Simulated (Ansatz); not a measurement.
Rock-salt TiC was calculated with rVV10 (Ansatz, a quantum-chemistry and plane-wave program, plane waves, PAW).

Numerical settings: plane-wave cutoff 500 eV, 16×16×16 k mesh, Fermi–Dirac smearing 0.05 eV, no spin polarisation, scalar-relativistic PAW data made under PBE.

Computed at the level's own relaxed cell.

### Question
Predict the volume per atom and equilibrium lattice constant a.

### Answer

- volume per atom = 10.33 Å³/atom
- equilibrium lattice constant a = 4.356 Å

Measured, for comparison: equilibrium volume per atom 10.15 Å³/atom, lattice constant a 4.33 Å (temperature not stated, no zero-point or thermal correction; as tabulated in Zhang et al. (2018), doi:10.1088/1367-2630/aac7f0). Computed (rounded) less measured: equilibrium volume per atom +1.8 %, lattice constant a +0.6 %.

Static lattice: no zero-point or thermal effects.
